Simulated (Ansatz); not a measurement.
Compare A (`C=CC(=C)C`) with its isomer B (`C=C1CCC1`).

Isolated molecules relaxed with PBE0-D4/def2-TZVP in Ansatz; ΔE leaves out vibrations. CCSD(T)/CBS is the MP2 limit (def2-TZVPP, def2-QZVPP) plus CCSD(T) − MP2 in def2-TZVPP, frozen cores. DFT in def2-TZVPP. B3LYP here is the variant with VWN-RPA as its local correlation; programs differ in this. One conformer a species, not always the lowest.

Problem. Which isomer does CCSD(T)/CBS put lower? Give the gap. (Estimate.)

Solution. Ansatz gave: A, by 10.5 kcal/mol.

Problem. Give E(B) − E(A) in kcal/mol with HF/def2-TZVPP, LDA (SPW92), r2SCAN-D4, B3LYP-D4, BLYP-D4, B2PLYP, CCSD(T)/def2-SVP. (An estimate is asked.)

Solution. The calculation gave: HF/def2-TZVPP 12.1, LDA (SPW92) 5.5, r2SCAN-D4 10.5, B3LYP-D4 12.5, BLYP-D4 14.5, B2PLYP 11.6, CCSD(T)/def2-SVP 9.1. None reverses the order clearly.

Problem. Does the order hold for the free energy at 298.15 K (harmonic terms from PBE0-D4)? (An estimate is asked.)

Solution. Computed: Yes: G(B) − G(A) = +11.8 kcal/mol, for one conformer each.

Largest T1 diagnostic: 0.011.

At CCSD(T), def2-SVP lies −1.4 kcal/mol from the extrapolated value and def2-TZVPP −0.5 kcal/mol. From PBE to PBE0 (25 % exact exchange), in def2-TZVPP and without D4, E(B) − E(A) moves by −1.9 kcal/mol.
